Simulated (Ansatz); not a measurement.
# Lattice parameter a of some III–V compounds

Method: PBE-D3(BJ) (Ansatz, a program for electronic structure, PAW). References are measured values corrected to a static lattice or taken at low temperature (these still hold zero-point motion). The table is a random draw of 8 from 10 solids with such references.

Values in Å.

| solid | reference | PBE-D3(BJ) | error (%) |
|---|---|---|---|
| zinc-blende InP | 5.858 | 5.894 | +0.61 |
| zinc-blende InSb | 6.468 | 6.545 | +1.19 |
| zinc-blende GaAs | 5.64 | 5.676 | +0.64 |
| zinc-blende GaP | 5.439 | 5.446 | +0.13 |
| zinc-blende AlAs | 5.649 | 5.665 | +0.28 |
| zinc-blende BP | 4.525 | 4.507 | -0.40 |
| cubic BN | 3.593 | 3.607 | +0.39 |
| zinc-blende AlP | 5.451 | 5.452 | +0.02 |

Over these 8 solids the mean error is +0.36 %, the mean absolute error 0.46 % (median 0.39 %), and the worst case zinc-blende InSb at +1.19 %; the value is too high in 7 of 8 cases. Over all 10 the mean error is +0.38 % and the mean absolute error 0.47 % (median 0.38 %).

All these references are brought to a static lattice.

Spin–orbit coupling is left out, also for the solids with elements from indium on (zinc-blende InP, zinc-blende InSb); its size isn't shown.

Differences are worked out from the printed values.

Caveats: the gap of the solid is closed in this run (zinc-blende InSb). Ansatz's density-functional and Hartree–Fock values are scalar-relativistic unless marked +SOC, with PAW data made under PBE.

Not in this set, of the III–V compounds with a reference value in our tables and a result at some level: 4 for a reference at room or unstated temperature (zinc-blende BAs, wurtzite GaN, zinc-blende GaN, zinc-blende GaSb); 1 for a high-temperature or high-pressure phase (wurtzite BN). These can be a level's worst cases. At least 3 more with a reference value are held back for tests. Layered and molecular crystals are counted apart.

References as tabulated in Mejia-Rodriguez and Trickey (2018), arXiv:1807.09216; Goldzak et al. (2022), arXiv:2208.04865.
